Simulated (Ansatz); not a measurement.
Results of LDA (plane waves, PAW; Ansatz, a quantum-chemistry and plane-wave program) for bcc Fe.

Run with plane-wave cutoff 520 eV, 26×26×26 k mesh, Fermi–Dirac smearing 0.05 eV, spin-polarised with parallel moments, scalar-relativistic PAW data made under PBE.

The cell has the measured lattice: a = b = c = 2.866 Å, α = β = γ = 90.00°.

Task: Give the computed magnetic moment per atom (the cell's total over its atoms).

Result: 
* **magnetic moment per atom (the cell's total over its atoms)**: 2.20 μB

The run finds no gap.

Note: cell and atoms aren't relaxed at this level (pressure -23.2 GPa).

Moments are spin moments.

Static lattice: no zero-point or thermal effects.
